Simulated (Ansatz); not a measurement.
Geometry optimisation, Ansatz, RKS PBE0-D4/def2-mTZVP.

Input file:

```yaml
crystal:
  periodic: [false, false, false]
  atoms:
    - { symbol: O, position_ang: [-1.79105, -0.79529, -0.11462] }
    - { symbol: C, position_ang: [-0.64792, -0.70962, -0.10132] }
    - { symbol: S, position_ang: [0.15646, 1.13293, 0.19822] }
    - { symbol: H, position_ang: [0.17277, -1.41614, -0.21783] }
    - { symbol: H, position_ang: [1.01338, 1.0637, -0.84357] }
    - { symbol: H, position_ang: [1.09636, 0.72441, 1.07911] }
total_charge: 1
basis:
  gaussian: { orbitals: def2-mTZVP }
hamiltonian:
  xc: pbe0
  dispersion: d4
relax:
  f_tol: 0.015
  max_steps: 40
```

Run as:

```bash
$ ansatz run input.yaml --threads 1 --pin off --max-ram 2048MiB --backend cpu --events-out ev --progress --plain --runs-dir out
```

Question: Where does it end, and by what steps?

Answer: The run converged. Limits of this set-up: the dipole of an ion depends on the origin. After 28 steps the energy has fallen by 0.094 eV; H4 moved furthest, 1.11 Å.

```csv
step,energy less start (eV),largest force component (eV/Å),accepted
0,0.0000,0.726,yes
1,-0.0122,0.113,yes
2,-0.0128,0.134,yes
3,-0.0134,0.128,yes
4,-0.0136,0.063,yes
5,-0.0137,0.033,yes
6,-0.0138,0.033,yes
7,-0.0138,0.032,yes
8,-0.0138,0.016,yes
9,-0.0139,0.015,yes
10,-0.0140,0.174,yes
11,-0.0165,0.099,yes
12,0.0031,1.783,no
13,-0.0205,0.101,yes
14,-0.0159,0.998,no
15,-0.0241,0.196,yes
16,-0.0273,0.426,yes
17,-0.0339,0.410,yes
18,-0.0442,0.182,yes
19,-0.0559,0.315,yes
20,-0.0686,0.128,yes
21,-0.0819,0.171,yes
22,-0.0429,0.998,no
23,-0.0891,0.080,yes
24,-0.0918,0.117,yes
25,-0.0932,0.029,yes
26,-0.0934,0.152,yes
27,-0.0917,0.278,no
28,-0.0938,0.013,yes
```

```xyz
6
Properties=species:S:1:pos:R:3
O -1.195 -0.748 -1.002
C -0.584 -0.763 -0.023
S 0.333 0.964 0.569
H -0.392 -1.530 0.736
H 0.231 1.551 -0.652
H 1.606 0.526 0.372
```

Whether the end is a true minimum wasn't checked by a vibrational analysis.

Run time: 52 s on 1 thread of Arm Neoverse V2, with other jobs on the host, peak memory 0.14 GiB.
